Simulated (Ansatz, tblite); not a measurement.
**The cluster B₂W₂: one state, many levels**

The task here is to estimate one member of a computed series from the others.

Program: Ansatz 0.2.0, Gaussian basis. Level of theory: as each input shows. These are calculated values, not measurements.

Plan: GFN1-xTB, GFN2-xTB, PBE-D4/def2-TZVP, r2SCAN-D4/def2-TZVP, HSE06-D4/def2-TZVP, BHLYP-D4/def2-TZVP, B97M-V/def2-TZVP, CAM-B3LYP-D4/def2-TZVP, r2SCAN0-D4/def2-TZVP, PBE-D4/def2-SVP, PBE0-D4/def2-SVP, PBE0-D4/def2-TZVPD, PBE-D4/def2-TZVPD, r2SCAN-D4/def2-TZVPD, CCSD(T)/def2-TZVPP, MP2/def2-TZVP, RPA/def2-TZVP.

## The geometry

The geometry is that of the singlet, from an earlier relaxation (PBE0-D4/def2-TZVP). At that level it is the lowest of the isomers that a small search found.

4 atoms, charge 0, spin multiplicity 1.

Bond lengths: W1–B3 1.994 Å, W1–B4 1.994 Å, W2–B3 1.994 Å, W2–B4 1.994 Å. Angles: B3–W1–B4 94.3°, B3–W2–B4 94.3°, W1–B3–W2 69.6°, W1–B4–W2 69.6°.

Coordinates:

```
W     1.13395   -0.06928    0.37471
W    -1.13907    0.05271    0.36168
B     0.08070    1.46770   -0.33481
B    -0.07558   -1.45113   -0.40158
```

W takes a core potential in the def2 sets. No spin-orbit coupling is included.

PBE0-D4/def2-TZVP was run before; its log isn't repeated, and its numbers join the tables.

The first run:

Tight binding, by tblite at 300 K electronic temperature and without a spin-polarisation term:

```python
tblite.interface.Calculator('GFN1-xTB', numbers, positions, charge=0, uhf=0).singlepoint()
```

Tight binding, by tblite at 300 K electronic temperature and without a spin-polarisation term:

```python
tblite.interface.Calculator('GFN2-xTB', numbers, positions, charge=0, uhf=0).singlepoint()
```

start.molden holds the orbitals of an earlier run on this state, given as this run's starting guess.

in.yaml

```yaml
crystal:
  periodic: [false, false, false]
  atoms:
    - {symbol: W, position_ang: [1.133954, -0.069282, 0.374712]}
    - {symbol: W, position_ang: [-1.139067, 0.052707, 0.361676]}
    - {symbol: B, position_ang: [0.080695, 1.467698, -0.334809]}
    - {symbol: B, position_ang: [-0.075582, -1.451133, -0.401579]}
basis:
  gaussian: {orbitals: def2-TZVP, initial_orbitals: start.molden}
hamiltonian: {xc: pbe, dispersion: d4}
scf: {omitted_lower_state_checks: [starts]}
output: {orbitals: {seedname: orbitals}}
```

Run with:

```console
ansatz run in.yaml --threads 4 --pin off --events-out ev --progress --plain --max-ram 3916MiB
```

Steps of the session up to this table: PBE-D4/def2-TZVP; r2SCAN-D4/def2-TZVP; HSE06-D4/def2-TZVP; BHLYP-D4/def2-TZVP; B97M-V/def2-TZVP; CAM-B3LYP-D4/def2-TZVP; r2SCAN0-D4/def2-TZVP; PBE-D4/def2-SVP; PBE0-D4/def2-SVP; PBE0-D4/def2-TZVPD; PBE-D4/def2-TZVPD; r2SCAN-D4/def2-TZVPD; CCSD(T)/def2-TZVPP; MP2/def2-TZVP; RPA/def2-TZVP.

One of the session's tables, all rows but one given; the rest of the session is left out.

It belongs to the step «Binding energy». 

```
                 level  binding an atom (eV)
          HF/def2-TZVP                 0.650
         HF/def2-TZVPP                     ?
      B97M-V/def2-TZVP                 3.657
    BHLYP-D4/def2-TZVP                 2.864
CAM-B3LYP-D4/def2-TZVP                 3.222
         MP2/def2-TZVP                 5.229
       CCSD/def2-TZVPP                 3.202
    CCSD(T)/def2-TZVPP                 3.797
```

Estimate the missing values for HF/def2-TZVPP.

**Answer.** binding an atom (eV): 0.669. In the column «binding an atom (eV)» it lies between HF/def2-TZVP (0.650) and BHLYP-D4/def2-TZVP (2.864).

Caveats from the session: Free atoms were run apart at each level; binding is atoms less cluster, divided by the number of atoms, without zero-point or spin-orbit terms.
